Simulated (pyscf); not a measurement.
Single points on ωB97X-D3(BJ)/def2-SVP structures (PySCF, gas phase). MP2 and CC: frozen core, UHF for open shells. ΔMP2 is the change of the MP2 total energy from the triple- to the quadruple-zeta basis.

### Question
Estimate the classical barrier height and the reaction energy of HO–AlH–Cl + silane (SiH₄) → H₂Al–Cl + silanol (HO–SiH₃) at CCSD(T)/def2-TZVPP + ΔMP2(QZVPP). The step runs on the singlet surface, breaks Al–O, H–Si and forms Al–H, O–Si; take the separated reactants as zero.

### Answer
ΔE‡ = 22.4 kJ/mol, ΔE = +62.9 kJ/mol. Zero-point energy shifts the barrier by +10.2 kJ/mol. It is a four-centre exchange, with an imaginary mode of 287i cm⁻¹. On the reactant side the descent ends in a complex, 29.1 kJ/mol under the separated species and 34.3 kJ/mol under the saddle at ωB97X-D3(BJ)/def2-TZVP. On the product side the descent ends in an adduct with a Al–O contact, 107.9 kJ/mol under the separated species and 51.6 kJ/mol under the saddle at ωB97X-D3(BJ)/def2-TZVP. At CCSD(T) the saddle lies under the separated products, which points to a path from their complex (located at ωB97X-D3(BJ) alone), and parting the products costs more than the saddle. What is counted as broken (Al–O) persists as a longer contact in the product adduct; parting that adduct is a step of its own. At the saddle there is also a short Al–Si contact that neither side keeps. At ωB97X-D3(BJ)/def2-TZVP the barrier from the zero used here is 5.2 kJ/mol. This is the saddle that the search found; another between the same sides may lie lower. The CCSD(T) − MP2 part came from Ansatz, without density fitting, on the same reference.
